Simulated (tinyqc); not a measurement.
MP2 on RHF in the sto-3g basis, frozen core, for OH-, spin multiplicity 1, step by step. The basis has no diffuse functions, so it cannot describe the extra electron: this is an exercise in the method, not the real anion. One step of it, computed by the program tinyqc.

Question. Iteration 1: building the Fock matrix. J_ij = sum D_kl (ij|kl), K_ij = sum D_kl (ik|jl); F = H + J - 0.5 K; E = tr D H + tr D J / 2 - 0.25 tr D K + E_nn.

D at the start, order 1O 1s, 1O 2s, 1O 2px, 1O 2py, 1O 2pz, 2H 1s:
```
[[2.103871, -0.440292, 0.000000, 0.000000, 0.045778, -0.111020],
 [-0.440292, 1.878799, 0.000000, 0.000000, -0.172529, 0.349878],
 [0.000000, 0.000000, 2.000000, 0.000000, 0.000000, 0.000000],
 [0.000000, 0.000000, 0.000000, 2.000000, 0.000000, 0.000000],
 [0.045778, -0.172529, 0.000000, 0.000000, 1.879875, 0.202722],
 [-0.111020, 0.349878, 0.000000, 0.000000, 0.202722, 0.095186]]
```

core Hamiltonian H = T + V (hartree), order 1O 1s, 1O 2s, 1O 2px, 1O 2py, 1O 2pz, 2H 1s:
```
[[-31.990558, -7.439926, 0.000000, 0.000000, -0.007154, -0.595278],
 [-7.439926, -8.618907, 0.000000, 0.000000, -0.089906, -1.546026],
 [0.000000, 0.000000, -6.810332, 0.000000, 0.000000, 0.000000],
 [0.000000, 0.000000, 0.000000, -6.810332, 0.000000, 0.000000],
 [-0.007154, -0.089906, 0.000000, 0.000000, -6.856550, -1.245817],
 [-0.595278, -1.546026, 0.000000, 0.000000, -1.245817, -3.451204]]
```

Two-electron integrals (ij|kl) in chemists' order, unique and non-zero (hartree):
```
(11|11) 4.785065   (21|11) 0.741380   (21|21) 0.136873   (22|11) 1.118947
(22|21) 0.256633   (22|22) 0.817206   (31|31) 0.024477   (32|31) 0.037809
(32|32) 0.180518   (33|11) 1.115814   (33|21) 0.256684   (33|22) 0.817023
(33|33) 0.880159   (41|41) 0.024477   (42|41) 0.037809   (42|42) 0.180518
(43|43) 0.047444   (44|11) 1.115814   (44|21) 0.256684   (44|22) 0.817023
(44|33) 0.785270   (44|44) 0.880159   (51|51) 0.024477   (52|51) 0.037809
(52|52) 0.180518   (53|53) 0.047444   (54|54) 0.047444   (55|11) 1.115814
(55|21) 0.256684   (55|22) 0.817023   (55|33) 0.785270   (55|44) 0.785270
(55|55) 0.880159   (61|11) 0.059388   (61|21) 0.010885   (61|22) 0.020325
(61|33) 0.020290   (61|44) 0.020290   (61|51) 0.000464   (61|52) 0.000883
(61|55) 0.020397   (61|61) 0.000875   (62|11) 0.174235   (62|21) 0.040595
(62|22) 0.147133   (62|33) 0.144509   (62|44) 0.144509   (62|51) 0.002986
(62|52) 0.024935   (62|55) 0.152232   (62|61) 0.003294   (62|62) 0.035709
(63|31) 0.003863   (63|32) 0.023859   (63|53) 0.004904   (63|63) 0.004605
(64|41) 0.003863   (64|42) 0.023859   (64|54) 0.004904   (64|64) 0.004605
(65|11) 0.139108   (65|21) 0.032786   (65|22) 0.127052   (65|33) 0.121666
(65|44) 0.121666   (65|51) 0.005901   (65|52) 0.043505   (65|55) 0.137677
(65|61) 0.002749   (65|62) 0.037606   (65|65) 0.043819   (66|11) 0.372989
(66|21) 0.088234   (66|22) 0.368675   (66|33) 0.356561   (66|44) 0.356561
(66|51) 0.006828   (66|52) 0.081405   (66|55) 0.392576   (66|61) 0.007177
(66|62) 0.123940   (66|65) 0.149871   (66|66) 0.774606
```

nuclear repulsion = 3.00242389 hartree

Give: Coulomb J; exchange K; Fock matrix F; total energy of this density.

Answer.

Coulomb J (hartree), order 1O 1s, 1O 2s, 1O 2px, 1O 2py, 1O 2pz, 2H 1s:
```
[[18.2781, 3.4784, 0.0000, 0.0000, -0.0058, 0.2767],
 [3.4784, 8.6525, 0.0000, 0.0000, -0.0162, 1.5144],
 [0.0000, 0.0000, 8.6435, 0.0000, 0.0000, 0.0000],
 [0.0000, 0.0000, 0.0000, 8.6435, 0.0000, 0.0000],
 [-0.0058, -0.0162, 0.0000, 0.0000, 8.6474, 1.2912],
 [0.2767, 1.5144, 0.0000, 0.0000, 1.2912, 3.7561]]
```

exchange K (hartree), order 1O 1s, 1O 2s, 1O 2px, 1O 2py, 1O 2pz, 2H 1s:
```
[[9.8101, 1.7132, 0.0000, 0.0000, 0.0033, 0.1396],
 [1.7132, 2.7662, 0.0000, 0.0000, -0.0662, 0.5923],
 [0.0000, 0.0000, 2.3200, 0.0000, 0.0000, 0.0000],
 [0.0000, 0.0000, 0.0000, 2.3200, 0.0000, 0.0000],
 [0.0033, -0.0662, 0.0000, 0.0000, 2.2909, 0.4353],
 [0.1396, 0.5923, 0.0000, 0.0000, 0.4353, 0.3737]]
```

Fock matrix F (hartree), order 1O 1s, 1O 2s, 1O 2px, 1O 2py, 1O 2pz, 2H 1s:
```
[[-18.6175, -4.8182, 0.0000, 0.0000, -0.0146, -0.3884],
 [-4.8182, -1.3495, 0.0000, 0.0000, -0.0730, -0.3277],
 [0.0000, 0.0000, 0.6731, 0.0000, 0.0000, 0.0000],
 [0.0000, 0.0000, 0.0000, 0.6731, 0.0000, 0.0000],
 [-0.0146, -0.0730, 0.0000, 0.0000, 0.6454, -0.1722],
 [-0.3884, -0.3277, 0.0000, 0.0000, -0.1722, 0.1180]]
```

total energy of this density = -73.279045 hartree
